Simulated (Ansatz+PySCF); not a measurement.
Results of a calculation; reference values are marked as such.
A run of Ansatz (development build ahead of 0.2.0) on doublet CH₃O at this shape:

```yaml
atoms:
  - { symbol: H, position_ang: [-1.2349, -0.8804, 0.1043] }
  - { symbol: C, position_ang: [-0.6885, 0.0365, -0.0643] }
  - { symbol: O, position_ang: [0.6671, -0.1163, 0.0257] }
  - { symbol: H, position_ang: [1.0876, 0.7440, -0.0660] }
  - { symbol: H, position_ang: [-1.1070, 0.9541, 0.1684] }
```

Its results:

| Item | Value |
| --- | --- |
| Converged | yes |
| Reference energy | -114.45693 hartree |
| Correlation energy | -0.39780 hartree |
| Total energy | -114.85473 hartree |
| Spin squared of the determinant | 0.750 |
| Stability test | minimum among restricted orbitals |

Forces (eV/Å):
```tsv
atom	Fx	Fy	Fz
H1	0.137	0.160	-0.065
C2	0.709	-1.719	-0.264
O3	-0.034	0.011	-0.040
H4	-0.112	-0.055	0.014
H5	-0.700	1.604	0.355
```

Question: Which input gives this output? Name the method, the orbitals and the basis set, and write the input.

Answer: ROHF-MP2 in cc-pVTZ.

```yaml
crystal:
  periodic: [false, false, false]
  atoms:
    - { symbol: H, position_ang: [-1.23486, -0.88041, 0.10432] }
    - { symbol: C, position_ang: [-0.68854, 0.03651, -0.06428] }
    - { symbol: O, position_ang: [0.66712, -0.1163, 0.02575] }
    - { symbol: H, position_ang: [1.08764, 0.74398, -0.06605] }
    - { symbol: H, position_ang: [-1.107, 0.95411, 0.1684] }
basis:
  gaussian: { orbitals: cc-pVTZ }
magnetization:
  initial_magnetization: 1
hamiltonian:
  xc: hf
correlation:
  method: mp2
  frozen_orbitals: { C: 1, H: 0, O: 1 }
output:
  forces: true
```
